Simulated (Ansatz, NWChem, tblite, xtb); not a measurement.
**C2H3ClF2 (SMILES FCC(F)Cl): methods side by side**

C2H3ClF2 has 8 atoms, charge 0, and is taken as a singlet. SMILES: `FCC(F)Cl`. The coordinates come from a PBE0-D4/def2-TZVP relaxation. This is one conformer, not always the lowest.

```tsv
atom	x (Å)	y (Å)	z (Å)
F	-0.3561	-0.8152	1.5794
C	0.2980	0.0392	0.7250
C	-0.3208	-0.0689	-0.6448
F	-0.1046	-1.3022	-1.1626
Cl	0.4209	1.1539	-1.6942
H	0.1975	1.0612	1.0966
H	1.3532	-0.2414	0.6753
H	-1.3959	0.1163	-0.6306
```

Each level gives the dipole moment (D). The values are calculated.

```tsv
level	kind	program	value (D)
GFN2-xTB	semi-empirical	tblite	2.05
GFN0-xTB	semi-empirical	xtb	2.14
GFN1-xTB	semi-empirical	xtb	2.10
IPEA1-xTB	semi-empirical	tblite	2.26
HF/STO-3G	Hartree–Fock	NWChem	1.30
HF/3-21G	Hartree–Fock	NWChem	1.88
SVWN5/x2c-SV(P)all (sfX2C)	LDA	Ansatz	1.34
SVWN5/x2c-SVPall (sfX2C)	LDA	Ansatz	1.34
SVWN5/x2c-TZVPall (sfX2C)	LDA	Ansatz	1.42
SVWN5/x2c-TZVPPall (sfX2C)	LDA	Ansatz	1.42
```

The values span 1.30 to 2.26 D. Magnitudes only. Sets without polarisation functions give poor dipoles.
